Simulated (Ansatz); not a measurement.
# CH₂ClSi− (SMILES C=[Si-]Cl): single points off equilibrium

One table from this session's results is given with a row withheld; the runs are named, their logs left out.

Method: single points in def2-TZVPPD; program: Ansatz 0.2.0, Gaussian basis.

Correlated methods freeze the cores.

## The starting structure

5 atoms, charge -1, spin multiplicity 1.

Atoms are counted from 1 here; the program's logs count them from 0.

Bond lengths: C1–Si2 1.796 Å, C1–H4 1.021 Å, C1–H5 1.024 Å. Angles: Si2–C1–H4 117.2°, Si2–C1–H5 128.8°, H4–C1–H5 114.0°.

Coordinates:

```xyz
5

C    -0.41600    0.56498   -0.32306
Si   -0.26469   -0.36187    1.20829
Cl    1.66521   -1.94871    0.69684
H    -1.12656    1.29670   -0.35717
H     0.10936    0.45332   -1.19447
```

Set-up of the first run:

run/in.yaml

```yaml
crystal:
  periodic: [false, false, false]
  atoms:
    - {symbol: C, position_ang: [-0.416000, 0.564977, -0.323062]}
    - {symbol: Si, position_ang: [-0.264686, -0.361866, 1.208288]}
    - {symbol: Cl, position_ang: [1.665206, -1.948713, 0.696843]}
    - {symbol: H, position_ang: [-1.126562, 1.296701, -0.357172]}
    - {symbol: H, position_ang: [0.109361, 0.453322, -1.194471]}
basis:
  gaussian: {orbitals: "def2-TZVPPD.json"}
total_charge: -1
hamiltonian: {xc: pbe, dispersion: d4}
output: {forces: true}
```

The basis file named in the input lies beside it (Basis Set Exchange, JSON).

Started as:

```
$ ansatz run in.yaml --threads 2 --pin off --events-out ev --progress --plain --max-ram 3481MiB
```

Steps of the session up to this table: PBE-D4/def2-TZVPPD; r2SCAN-D4/def2-TZVPPD; PBE0-D4/def2-TZVPPD; wB97M-V/def2-TZVPPD; CCSD(T)/def2-TZVPPD.

One of the session's tables, all rows but one given; the rest of the session is left out.

| method | RMS force component (eV/Å) | angle to CCSD(T) forces (°) |
| --- | --- | --- |
| PBE-D4 | 1.601 | 2.0 |
| r2SCAN-D4 | ? | ? |
| PBE0-D4 | 1.621 | 4.8 |
| wB97M-V | 1.629 | 7.4 |
| CCSD(T) | 1.525 | reference |

Q: Estimate the row for r2SCAN-D4 from the others.

As computed: RMS force component (eV/Å): 1.583; angle to CCSD(T) forces (°): 3.7. In the column «RMS force component (eV/Å)» it lies between CCSD(T) (1.525) and PBE-D4 (1.601).
